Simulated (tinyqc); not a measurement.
Inside a calculation. Method: UKS/BLYP in the sto-6g basis, for CH, spin multiplicity 4. One step of it, computed by the program tinyqc.

Question. Iteration 1: diagonalisation and new density. Diagonalise F' = X^T F X, C = X C', fill 5 alpha and 2 beta electrons from the bottom; D(s) = C_occ C_occ^T. Each column has its largest component positive (the first on a tie).

F(alpha) (hartree), lower triangle:
```
             1C 1s      1C 2s     1C 2px     1C 2py     1C 2pz      2H 1s
1C 1s   -14.270075
1C 2s    -3.194730  -1.791750
1C 2px    0.000000   0.000000  -0.763573
1C 2py    0.000000   0.000000   0.015042  -0.820396
1C 2pz    0.008942   0.047043   0.000000   0.000000  -0.830668
2H 1s    -0.702226  -0.558476   0.000000   0.000000  -0.263279  -0.055389
```

F(beta) (hartree), lower triangle:
```
             1C 1s      1C 2s     1C 2px     1C 2py     1C 2pz      2H 1s
1C 1s   -13.709098
1C 2s    -3.155936  -1.626604
1C 2px    0.000000   0.000000  -0.673835
1C 2py    0.000000   0.000000  -0.022012  -0.609791
1C 2pz    0.009746   0.033865   0.000000   0.000000  -0.635094
2H 1s    -0.690527  -0.513841   0.000000   0.000000  -0.230971  -0.032577
```

X, lower triangle:
```
            1C 1s      1C 2s    1C 2px    1C 2py     1C 2pz     2H 1s
1C 1s    1.024309
1C 2s   -0.136340   1.131745
1C 2px   0.000000   0.000000  1.000000
1C 2py   0.000000   0.000000  0.000000  1.000000
1C 2pz  -0.009617   0.104792  0.000000  0.000000   1.101172
2H 1s    0.022736  -0.304506  0.000000  0.000000  -0.294978  1.206277
```

Give: F' = X^T F X; orbital energies; coefficients C; F' = X^T F X; orbital energies; coefficients C; D(alpha) after iteration 1; D(beta) after iteration 1.

Answer.

F' = X^T F X (alpha) (hartree), lower triangle:
```
          1        2        3        4        5       6
1  -14.1426
2   -1.3103  -1.2342
3    0.0000   0.0000  -0.7636
4    0.0000   0.0000   0.0150  -0.8204
5    0.0124   0.0766   0.0000   0.0000  -0.8144
6   -0.1724  -0.2747   0.0000   0.0000  -0.1647  0.2853
```

orbital energies (alpha) (hartree): MO1 -14.2770, MO2 -1.1545, MO3 -0.8343, MO4 -0.8241, MO5 -0.7598, MO6 0.3599

coefficients C (alpha):
```
            MO1      MO2      MO3      MO4     MO5      MO6
1C 1s    1.0057  -0.2304  -0.0332   0.0000  0.0000   0.0524
1C 2s   -0.0265   1.0518   0.1785   0.0000  0.0000  -0.5142
1C 2px   0.0000   0.0000   0.0000  -0.2411  0.9705   0.0000
1C 2py   0.0000   0.0000   0.0000   0.9705  0.2411   0.0000
1C 2pz  -0.0045  -0.0966   1.0401   0.0000  0.0000  -0.4686
2H 1s    0.0090  -0.0673  -0.1186   0.0000  0.0000   1.2715
```

F' = X^T F X (beta) (hartree), lower triangle:
```
          1        2        3        4        5       6
1  -13.5615
2   -1.3689  -1.0550
3    0.0000   0.0000  -0.6738
4    0.0000   0.0000  -0.0220  -0.6098
5    0.0087   0.0762   0.0000   0.0000  -0.6002
6   -0.1581  -0.2703   0.0000   0.0000  -0.1815  0.2931
```

orbital energies (beta) (hartree): MO1 -13.7121, MO2 -0.9617, MO3 -0.6807, MO4 -0.6338, MO5 -0.6030, MO6 0.3839

coefficients C (beta):
```
            MO1      MO2     MO3      MO4      MO5      MO6
1C 1s    1.0039  -0.2378  0.0000  -0.0243   0.0000   0.0595
1C 2s   -0.0177   1.0477  0.0000   0.1214   0.0000  -0.5389
1C 2px   0.0000   0.0000  0.9550   0.0000  -0.2966   0.0000
1C 2py   0.0000   0.0000  0.2966   0.0000   0.9550   0.0000
1C 2pz  -0.0034  -0.0734  0.0000   1.0191   0.0000  -0.5163
2H 1s    0.0061  -0.0487  0.0000  -0.0561   0.0000   1.2766
```

D(alpha) after iteration 1, lower triangle:
```
          1C 1s    1C 2s  1C 2px  1C 2py   1C 2pz   2H 1s
1C 1s    1.0657
1C 2s   -0.2749   1.1387
1C 2px   0.0000   0.0000  1.0000
1C 2py   0.0000   0.0000  0.0000  1.0000
1C 2pz  -0.0169   0.0842  0.0000  0.0000   1.0911
2H 1s    0.0285  -0.0922  0.0000  0.0000  -0.1169  0.0187
```

D(beta) after iteration 1, lower triangle:
```
          1C 1s    1C 2s  1C 2px  1C 2py  1C 2pz   2H 1s
1C 1s    1.0643
1C 2s   -0.2669   1.0980
1C 2px   0.0000   0.0000  0.0000
1C 2py   0.0000   0.0000  0.0000  0.0000
1C 2pz   0.0141  -0.0769  0.0000  0.0000  0.0054
2H 1s    0.0177  -0.0512  0.0000  0.0000  0.0036  0.0024
```
